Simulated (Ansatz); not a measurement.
`CC1C=C1`, one more setting.

```yaml
crystal:
  periodic: [false, false, false]
  atoms:
    - {symbol: C, position_ang: [-0.943673, 0.432624, -0.659660]}
    - {symbol: C, position_ang: [0.209920, -0.306928, 0.154145]}
    - {symbol: C, position_ang: [0.844379, -0.355558, 1.231225]}
    - {symbol: C, position_ang: [1.348861, -0.462309, -0.150239]}
    - {symbol: H, position_ang: [-1.391126, 0.559870, -1.375269]}
    - {symbol: H, position_ang: [-1.830338, 0.786757, -0.023775]}
    - {symbol: H, position_ang: [-0.439833, 1.610203, -0.478796]}
    - {symbol: H, position_ang: [-0.769801, -1.309003, 0.010861]}
    - {symbol: H, position_ang: [0.949521, -0.199910, 2.201718]}
    - {symbol: H, position_ang: [2.248405, -0.850248, -0.761590]}
basis:
  gaussian: {orbitals: ANO-RCC-VTZP}
hamiltonian: {xc: {name: CAM-B3LYP}}
```

```sh
$ ansatz run in.yaml --threads 2 --pin off --events-out ev --progress --plain --max-ram 4352MiB
```

Shortened log:

```
Functional definition: CAM-B3LYP
1190 factors; their error is unknown
411 factors; integrals over basis functions are off by at most 1.3e-5 eV
mean field evaluation 1: about -4226.3750 eV, gradient 5.9e1 eV
mean field evaluation 2: about -4226.1606 eV, gradient 5.8e1 eV
mean field evaluation 4: about -4234.3872 eV, gradient 3.3e0 eV
mean field evaluation 8: about -4234.4138 eV, gradient 1.4e-1 eV
mean field evaluation 16: about -4234.3840 eV, gradient 6.6e-4 eV
mean field -4234.38395423 eV, -155.6107401493 hartree, gradient 1.8e-5 eV, S^2 0.000000; 0 other end points of the search recorded, 0 dependent functions left out
reference -4234.38410415 eV, -155.6107456590 hartree; 15, 15 occupied and 189, 189 virtual orbitals, 1190 factors
Total energy: -4234.38410415 eV, -155.6107456590 hartree
Relativity: scalar
```

It took 7 s on 2 threads of an Arm Neoverse V2 on a shared host, with 0.47 GiB of host memory at the peak.
